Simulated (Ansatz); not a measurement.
A calculation with Ansatz (development build ahead of 0.2.0).

```yaml
crystal:
  periodic: [false, false, false]
  atoms:
    - { symbol: Al, position_ang: [0.04767, 0.01479, -0.98803] }
    - { symbol: C, position_ang: [0.02827, 0.04007, 0.97521] }
basis:
  gaussian: { orbitals: def2-SVP }
magnetization:
  initial_magnetization: 3
hamiltonian:
  xc: hf
correlation:
  method: ccsd_t
  frozen_orbitals: { Al: 5, C: 1 }
scf:
  omitted_lower_state_checks: [starts, atomic_configurations, cluster_reference, orbital_swaps, given_window_search, neighbouring_geometries, increment]
```

The input is written out in the form of the current development build from the run's settings. Correlation on restricted open-shell orbitals is semicanonical, with singles.

Results

| Property | Result |
| --- | --- |
| Converged | yes |
| Reference energy | -279.53204 hartree |
| Correlation energy | -0.13629 hartree |
| Total energy | -279.66833 hartree |
| Stability test | minimum among restricted orbitals |
